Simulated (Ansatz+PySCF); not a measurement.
The numbers below are computed, except where a source is named.
Input for Ansatz (development build ahead of 0.2.0):

```yaml
crystal:
  periodic: [false, false, false]
  atoms:
    - { symbol: "N", position_ang: [0.0, 0.0, 0.0] }
    - { symbol: S, position_ang: [0.91282, 1.21709, 2.63508] }
basis:
  gaussian: { orbitals: STO-3G }
total_charge: 1
hamiltonian:
  xc: hf
correlation:
  method: fci
  frozen_orbitals: { "N": 1, S: 5 }
```

The input is written out in the form of the current development build from the run's settings.

The run gave:

```json
{"Converged": "yes", "Total energy": "-446.64677 hartree", "State": "lowest singlet root, of any spatial symmetry"}
```
